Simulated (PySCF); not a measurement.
methane (CH₄), SMILES C.

The structure is a stationary point at PBE0-D3(BJ)/def2-TZVPD.

Two levels are set side by side: PBE/def2-TZVPD (PySCF) and ωB97X/def2-TZVPD (PySCF). Same geometry, gas phase. Differences are taken from unrounded values.

| quantity | ωB97X |
|---|---|
| orbital gap (eV) | 15.84 |
| highest occupied level (eV) | -13.58 |
| lowest empty level (eV) | 2.26 |
| mean polarisability (bohr³) | 16.7 |

What does PBE give, and how far is it from ωB97X? (An estimate is asked for; the answer gives what the named calculation found.)


| quantity | PBE | PBE minus ωB97X |
|---|---|---|
| orbital gap (eV) | 9.44 | -6.39 |
| highest occupied level (eV) | -9.44 | 4.14 |
| lowest empty level (eV) | 0.00 | -2.26 |
| mean polarisability (bohr³) | 17.4 | 0.6 |

PBE's occupied levels lie high since its potential decays too fast outside the molecule; exact exchange lowers them and widens the gap. Loosely held outer electrons make PBE densities more polarisable. Differences between two approximate levels are no errors against the true value.

Rough cost on one machine, each run with all the roots and properties that it gave: ωB97X against PBE within a factor of 2.
